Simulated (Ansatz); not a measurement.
Born–Oppenheimer molecular dynamics of C₂H₃NS (7 atoms, charge 0, multiplicity 1). It starts from a relaxed structure.

These are results of RKS B3LYP/STO-3G in Ansatz, not measurements.

| Item | Value |
| --- | --- |
| ensemble | NVT, Langevin thermostat |
| time step | 0.5 fs |
| steps asked | 266 |
| set temperature | 500 K |
| friction | 0.001 /fs |
| seed | 599506 |

Frames 2.5 fs apart, positions in Å, forces in eV/Å.

Velocities at 40.0 fs (Å/ps):

```
C 4.71 -9.14 5.23
N -8.20 2.19 -6.04
C -0.13 5.58 -3.76
S 1.24 -1.17 2.63
H -21.58 14.69 -17.51
H 6.87 -3.12 -8.38
H -19.99 -11.71 3.10
```

```xyz
7
Properties=species:S:1:pos:R:3:forces:R:3 time_fs=40.0 energy_less_start_eV=0.095 T=324
C -1.160 0.259 -0.389 -0.89 1.60 -0.52
N -0.190 1.091 0.064 -0.99 -0.29 -0.41
C 0.800 -0.087 0.191 -0.22 -0.40 2.12
S -0.422 -1.327 -0.428 0.18 -0.82 -0.25
H -2.181 0.566 -0.769 0.86 -0.27 0.58
H 1.060 -0.274 1.274 0.07 0.19 -0.84
H 1.687 0.067 -0.402 0.99 -0.01 -0.67
7
Properties=species:S:1:pos:R:3:forces:R:3 time_fs=42.5 energy_less_start_eV=0.173 T=236
C -1.153 0.242 -0.378 -2.99 2.15 -1.44
N -0.211 1.096 0.048 -0.01 -0.13 0.01
C 0.799 -0.073 0.187 -0.33 -0.47 1.22
S -0.418 -1.331 -0.422 0.31 -1.09 -0.16
H -2.195 0.585 -0.787 1.83 -0.83 1.03
H 1.079 -0.272 1.236 0.17 0.17 0.10
H 1.677 0.040 -0.424 1.01 0.19 -0.76
7
Properties=species:S:1:pos:R:3:forces:R:3 time_fs=45.0 energy_less_start_eV=0.124 T=274
C -1.158 0.235 -0.372 -0.89 0.83 -0.77
N -0.233 1.099 0.032 0.88 0.04 0.42
C 0.797 -0.061 0.187 1.25 -0.23 -1.14
S -0.415 -1.337 -0.415 0.22 -0.80 -0.01
H -2.119 0.566 -0.752 -0.92 -0.10 -0.02
H 1.111 -0.261 1.205 0.30 0.11 0.94
H 1.708 0.026 -0.482 -0.84 0.15 0.58
7
Properties=species:S:1:pos:R:3:forces:R:3 time_fs=47.5 energy_less_start_eV=0.202 T=190
C -1.167 0.234 -0.369 1.03 -0.48 -0.13
N -0.249 1.101 0.018 1.42 0.17 0.66
C 0.800 -0.051 0.183 1.30 -0.45 -0.35
S -0.411 -1.345 -0.408 0.13 -0.35 0.17
H -2.093 0.543 -0.721 -3.00 0.55 -0.82
H 1.153 -0.238 1.222 -0.12 0.32 -0.17
H 1.691 0.022 -0.512 -0.75 0.25 0.63
7
Properties=species:S:1:pos:R:3:forces:R:3 time_fs=50.0 energy_less_start_eV=0.121 T=257
C -1.171 0.231 -0.367 -2.75 0.26 -1.43
N -0.259 1.104 0.007 1.54 0.29 0.74
C 0.809 -0.042 0.179 -0.45 -0.60 1.20
S -0.406 -1.353 -0.400 0.22 -0.12 0.33
H -2.204 0.541 -0.728 0.93 -0.54 0.53
H 1.182 -0.200 1.234 -0.37 0.31 -0.79
H 1.639 0.027 -0.510 0.88 0.40 -0.57
7
Properties=species:S:1:pos:R:3:forces:R:3 time_fs=52.5 energy_less_start_eV=0.134 T=254
C -1.188 0.228 -0.369 -2.80 0.37 -1.28
N -0.263 1.108 -0.002 0.88 -0.13 0.53
C 0.818 -0.036 0.180 -1.12 -0.21 -0.42
S -0.402 -1.361 -0.393 0.26 0.30 0.46
H -2.275 0.510 -0.710 2.06 -0.60 0.76
H 1.192 -0.146 1.206 0.03 0.01 0.32
H 1.633 0.058 -0.533 0.70 0.26 -0.36
7
Properties=species:S:1:pos:R:3:forces:R:3 time_fs=55.0 energy_less_start_eV=0.071 T=309
C -1.218 0.227 -0.377 1.50 -0.30 0.18
N -0.263 1.110 -0.009 -0.24 -0.78 0.16
C 0.820 -0.031 0.177 -0.26 0.26 -2.22
S -0.397 -1.367 -0.383 0.14 0.84 0.50
H -2.244 0.451 -0.652 -0.67 0.25 -0.17
H 1.202 -0.093 1.194 0.18 -0.17 0.71
H 1.663 0.104 -0.572 -0.66 -0.11 0.85
7
Properties=species:S:1:pos:R:3:forces:R:3 time_fs=57.5 energy_less_start_eV=0.162 T=197
C -1.239 0.225 -0.384 4.15 -0.62 0.99
N -0.263 1.110 -0.016 -1.08 -1.08 -0.14
C 0.820 -0.025 0.165 0.11 0.39 -0.70
S -0.393 -1.374 -0.373 0.05 1.12 0.43
H -2.249 0.405 -0.602 -2.30 0.68 -0.60
H 1.216 -0.052 1.218 -0.35 -0.22 -0.65
H 1.667 0.142 -0.568 -0.58 -0.27 0.66
7
Properties=species:S:1:pos:R:3:forces:R:3 time_fs=60.0 energy_less_start_eV=0.138 T=214
C -1.242 0.219 -0.386 0.38 -0.08 0.38
N -0.266 1.105 -0.024 -1.27 -0.82 -0.22
C 0.818 -0.019 0.149 -0.89 0.21 0.81
S -0.388 -1.378 -0.362 0.09 1.04 0.30
H -2.355 0.394 -0.581 1.49 0.09 0.11
H 1.206 -0.028 1.212 -0.45 -0.29 -0.84
H 1.644 0.167 -0.533 0.64 -0.15 -0.54
7
Properties=species:S:1:pos:R:3:forces:R:3 time_fs=62.5 energy_less_start_eV=0.176 T=187
C -1.242 0.213 -0.384 -0.89 -0.15 0.23
N -0.274 1.096 -0.033 -1.08 -0.32 -0.19
C 0.813 -0.013 0.136 -1.19 0.18 -0.44
S -0.383 -1.380 -0.351 0.06 0.87 0.14
H -2.388 0.394 -0.558 2.37 -0.08 0.18
H 1.174 -0.020 1.163 0.12 -0.30 0.76
H 1.651 0.189 -0.525 0.61 -0.20 -0.68
7
Properties=species:S:1:pos:R:3:forces:R:3 time_fs=65.0 energy_less_start_eV=0.074 T=287
C -1.246 0.206 -0.381 1.58 -0.87 0.58
N -0.286 1.086 -0.043 -0.66 0.21 -0.15
C 0.802 -0.006 0.118 0.36 0.34 -1.11
S -0.378 -1.380 -0.340 -0.16 0.67 -0.10
H -2.305 0.391 -0.527 -0.67 0.29 -0.30
H 1.145 -0.029 1.150 0.24 -0.19 0.78
H 1.687 0.199 -0.551 -0.68 -0.44 0.29
7
Properties=species:S:1:pos:R:3:forces:R:3 time_fs=67.5 energy_less_start_eV=0.132 T=228
C -1.243 0.197 -0.375 2.32 -1.33 0.58
N -0.300 1.078 -0.053 0.05 0.86 -0.06
C 0.791 0.003 0.097 1.23 0.02 1.02
S -0.374 -1.378 -0.329 -0.36 0.26 -0.32
H -2.261 0.409 -0.513 -2.41 0.42 -0.52
H 1.127 -0.049 1.181 -0.16 0.06 -1.00
H 1.688 0.184 -0.561 -0.68 -0.30 0.31
```

Of the whole run (133 fs, mean temperature of the second half 242 K): The mean temperature of the second half is 52 % below the set value. A run of 0.13 ps of so small a system gives no equilibrium averages. Limits of this set-up: minimal basis.

Time of the run: 2.7 min on 1 thread of Intel(R) Xeon(R) Platinum 8488C (Sapphire Rapids), with other jobs on the host, peak memory 0.19 GiB.
